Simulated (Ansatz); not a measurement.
Isolated molecules relaxed with PBE0-D4/def2-TZVP in Ansatz; ΔE leaves out vibrations. CCSD(T)/CBS is the MP2 limit (def2-TZVPP, def2-QZVPP) plus CCSD(T) − MP2 in def2-TZVPP, frozen cores. This one scheme is used for every species, atoms too. Functionals use def2-TZVPP. No spin–orbit coupling; open shells (•) take unrestricted orbitals. Spin–orbit coupling would lower the free atoms: a little for C, F, O, S. Each species was taken in one conformer, which may not be the lowest.

Reaction (atomization): `CC(O)(F)S` → 2 C• + F• + 5 H• + O• + S•

```json
{"level": "PBE0-D4", "ΔE (kcal/mol)": "892.0"}
{"level": "HF/def2-QZVPP", "ΔE (kcal/mol)": "621.0"}
{"level": "MP2/def2-QZVPP", "ΔE (kcal/mol)": "899.4"}
{"level": "SCS-MP2/def2-QZVPP", "ΔE (kcal/mol)": "891.1"}
```

Task: What does CCSD(T)/CBS give? (Best estimate.)

Result: Computed: +889.8 kcal/mol. The listed levels differ from it by 2.2, -268.8, 9.6, 1.3 kcal/mol.

Largest T1 diagnostic among the species: 0.012.

The D4 term adds +7.3 kcal/mol with B3LYP and +3.8 kcal/mol with PBE0; it sums over pairs of atoms, weighted by their polarisabilities, and B3LYP, whose exchange is more repulsive, gets the larger term. In def2-TZVPP, CCSD(T) changes the Hartree–Fock value by +244.4 kcal/mol (the triples alone add +15.9 kcal/mol) and MP2 by +264.4 kcal/mol; breaking electron pairs costs correlation energy, which Hartree–Fock lacks. From PBE to PBE0 (25 % exact exchange), in def2-TZVPP and without D4, ΔE moves by −22.5 kcal/mol: exact exchange takes away binding that semilocal exchange gives to molecules.

B3LYP here is the variant with VWN-RPA as its local correlation; programs differ in this.

For atomizations the MP2-based limit and the directly extrapolated one differ by several kJ/mol either way, and by 10 to 25 for some Ge, Se and Sn compounds, so smaller differences from it don't rank the levels.
